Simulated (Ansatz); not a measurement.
**UB3LYP/6-31G(d) (Cartesian functions) run of C2H6B (SMILES [CH2]BC)**

Aim: the vertical doublet–quartet gap of C2H6B at UB3LYP/6-31G* (Cartesian functions), from 2 runs. 

Program for the calculation: Ansatz 0.2.0.

45 further runs of the same task are left out: 45 set aside as unsound or not needed.

### 1 Starting point

The species is C2H6B (9 atoms), meant as a doublet with charge 0. SMILES: `[CH2]BC`. The coordinates come from a PBE0-D4/def2-TZVP relaxation. This is one conformer, not always the lowest.

Bond lengths: C1–B2 1.531 Å, B2–C3 1.561 Å, C1–H4 1.088 Å, C1–H5 1.087 Å, B2–H6 1.202 Å, C3–H7 1.092 Å, C3–H8 1.097 Å, C3–H9 1.097 Å. Some angles: C1–B2–C3 122.9°, C1–B2–H6 118.3°, C3–B2–H6 118.8°, B2–C1–H4 122.7°, B2–C1–H5 123.3°, B2–C3–H7 115.2°, B2–C3–H8 109.8°, B2–C3–H9 110.0°, H4–C1–H5 113.9°, H7–C3–H8 108.4°.

### 2 The energy at UB3LYP/6-31G(d) (Cartesian functions)

Contents of run.yaml:

```yaml
basis:
  gaussian: {orbitals: "6-31G*"}
crystal:
  periodic: [false, false, false]
  atoms:
    - {symbol: C, position_ang: [-0.840100, 0.743300, -1.023500]}
    - {symbol: B, position_ang: [0.191800, 0.540800, 0.089100]}
    - {symbol: C, position_ang: [0.525000, -0.860100, 0.691800]}
    - {symbol: H, position_ang: [-1.406600, -0.078400, -1.457800]}
    - {symbol: H, position_ang: [-1.074500, 1.714900, -1.450600]}
    - {symbol: H, position_ang: [0.769100, 1.506600, 0.513000]}
    - {symbol: H, position_ang: [-0.036500, -1.695300, 0.267500]}
    - {symbol: H, position_ang: [1.596100, -1.069200, 0.576400]}
    - {symbol: H, position_ang: [0.364200, -0.849200, 1.777100]}
magnetization: {spin_polarized: true, initial_magnetization: 1}
hamiltonian: {xc: {name: B3LYP}}
accuracy: high
output: {orbitals: {seedname: orbitals}}
```

On the command line:

```sh
$ ansatz run run.yaml --threads 1 --pin off --max-ram 3480MiB --events-out events.jsonl --progress --plain --runs-dir runs
```

What it wrote:

```text
Warning: RAYON_NUM_THREADS=1 ignored (pool sized by the plan → 1); use --threads N
Functional definition: B3LYP
  name "B3LYP"
  parameter a0 = 0.2
  parameter ax = 0.72
  parameter ac = 0.81
  exchange = (1 - a0 - ax)*slater_x + ax*b88_x + a0*exact_x
  correlation = (1 - ac)*vwn_rpa_c + ac*lyp_c
1357 factors; integrals over basis functions are off by at most 3.1e-9 eV
mean field evaluation 1: about -2841.6762 eV, gradient 3.2e1 eV
mean field evaluation 2: about -2840.9516 eV, gradient 3.3e1 eV
mean field evaluation 4: about -2846.7213 eV, gradient 8.3e-1 eV
mean field evaluation 8: about -2846.8492 eV, gradient 9.4e-2 eV
mean field evaluation 16: about -2846.8493 eV, gradient 6.0e-5 eV
mean field -2846.84930455 eV, -104.6197822783 hartree, gradient 3.2e-8 eV, S^2 0.752313; 0 other end points of the search recorded, 0 dependent functions left out
reference -2846.84933760 eV, -104.6197834931 hartree; 12, 11 occupied and 45, 46 virtual orbitals, 1357 factors
Total energy: -2846.84933760 eV, -104.6197834931 hartree
```

Run time: 5.1 s. Hardware: 1 thread of Arm Neoverse V2, shared host; peak memory 0.21 GiB.

### 3 The quartet, same level

Contents of input.yaml:

```yaml
crystal:
  periodic: [false, false, false]
  atoms:
    - {symbol: C, position_ang: [-0.840100, 0.743300, -1.023500]}
    - {symbol: B, position_ang: [0.191800, 0.540800, 0.089100]}
    - {symbol: C, position_ang: [0.525000, -0.860100, 0.691800]}
    - {symbol: H, position_ang: [-1.406600, -0.078400, -1.457800]}
    - {symbol: H, position_ang: [-1.074500, 1.714900, -1.450600]}
    - {symbol: H, position_ang: [0.769100, 1.506600, 0.513000]}
    - {symbol: H, position_ang: [-0.036500, -1.695300, 0.267500]}
    - {symbol: H, position_ang: [1.596100, -1.069200, 0.576400]}
    - {symbol: H, position_ang: [0.364200, -0.849200, 1.777100]}
basis:
  gaussian: {orbitals: "6-31G*"}
output: {orbitals: {seedname: orbitals}}
magnetization: {spin_polarized: true, initial_magnetization: 3}
hamiltonian: {xc: {name: B3LYP}}
accuracy: high
```

On the command line:

```sh
$ ansatz run input.yaml --threads 1 --pin off --max-ram 3480MiB --events-out events.jsonl --progress --plain --runs-dir runs
```

What it wrote:

```text
Warning: RAYON_NUM_THREADS=1 ignored (pool sized by the plan → 1); use --threads N
Functional definition: B3LYP
  name "B3LYP"
  parameter a0 = 0.2
  parameter ax = 0.72
  parameter ac = 0.81
  exchange = (1 - a0 - ax)*slater_x + ax*b88_x + a0*exact_x
  correlation = (1 - ac)*vwn_rpa_c + ac*lyp_c
1357 factors; integrals over basis functions are off by at most 3.1e-9 eV
mean field evaluation 1: about -2834.3475 eV, gradient 3.3e1 eV
mean field evaluation 2: about -2829.6402 eV, gradient 4.2e1 eV
mean field evaluation 4: about -2839.7731 eV, gradient 3.0e0 eV
mean field evaluation 8: about -2839.9567 eV, gradient 2.4e-1 eV
mean field evaluation 16: about -2839.9577 eV, gradient 4.8e-3 eV
mean field evaluation 32: about -2839.9577 eV, gradient 3.5e-8 eV
mean field -2839.95771875 eV, -104.3665211714 hartree, gradient 3.5e-8 eV, S^2 3.755453; 3 other end points of the search recorded, 0 dependent functions left out
reference -2839.95775205 eV, -104.3665223953 hartree; 13, 10 occupied and 44, 47 virtual orbitals, 1357 factors
Total energy: -2839.95775205 eV, -104.3665223953 hartree
```

Wall time 9.9 s (1 thread of Arm Neoverse V2, shared host); peak memory 0.21 GiB.

### 4 Summary of results

Level: UB3LYP/6-31G* (Cartesian functions).

| quantity | value |
| --- | --- |
| doublet: total energy | -104.61978 Eh |
| doublet: HOMO energy (highest over α and β) | -7.01 eV |
| doublet: LUMO energy (lowest over α and β) | -3.25 eV |
| doublet: ⟨S²⟩ | 0.752 |
| quartet: total energy | -104.36652 Eh |
| quartet: HOMO energy (highest over α and β) | -1.55 eV |
| quartet: ⟨S²⟩ | 3.755 |
| vertical energy of the quartet above the doublet | 6.892 eV |

What this shows: At this shape the quartet lies 6.89 eV (665 kJ/mol) above the doublet.
